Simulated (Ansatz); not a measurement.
Property card for CaCu2Si2

These are results of Ansatz, DFT r2SCAN, scalar-relativistic, plane waves, PAW, not measurements.

Settings: cutoff 500 eV, Γ-centred mesh 12×12×12 on the computed 5-atom cell, Gaussian smearing of 0.10 eV; no spin polarisation.

The structure is relaxed at this level of theory with its symmetry kept. Whether it is the stable form of this composition wasn't checked.

```xyz
5
Lattice="-2.0166 2.0166 4.9307 2.0166 -2.0166 4.9307 2.0166 2.0166 -4.9307" Properties=species:S:1:pos:R:3 pbc="T T T"
Ca    0.0000    0.0000    0.0000
Si    0.0000    0.0000    3.7455
Si    0.0000    0.0000    6.1159
Cu    0.0000    2.0166    2.4653
Cu    2.0166    0.0000    2.4653
```

| Quantity | Value |
| --- | --- |
| Space group | I4/mmm (No. 139) |
| Volume per atom | 108.3 bohr³ |
| Formation energy from the elements' standard states (uncorrected) | -0.433 eV/atom |
| Generalised Kohn–Sham band gap | none (metal) |
| Density of states at the Fermi level | 1.43 states/eV per cell |
| Löwdin character within 0.5 eV of the Fermi level | Si 3p 59 %, Cu 3d 16 %, unprojected 17 % |
| Bader charges (e) | Ca (1 in the cell) 1.38, Si (2 in the cell) -0.41, Cu (2 in the cell) -0.28 |

Cost: 1 run of about 8.1 core-minutes, on Intel Xeon Processor @ 2.50GHz (Skylake/Cascade Lake) (shared hosts).